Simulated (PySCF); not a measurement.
Calculation: PBE-D3(BJ)/def2-TZVP // r2SCAN-D4/def2-SVP in PySCF. Isolated molecules, 0 K electronic values unless said otherwise. 

Reference species (SMILES): `C[N]C` (neutral, multiplicity 2).

- dipole moment: 1.71 D

Changed species: `[SH]` (free radical SH; the reference has free radical N(CH3)2).

**Question.** Predict the effect on the dipole moment.

**Answer.** the dipole moment decreases by 0.84 D, to 0.87 D.
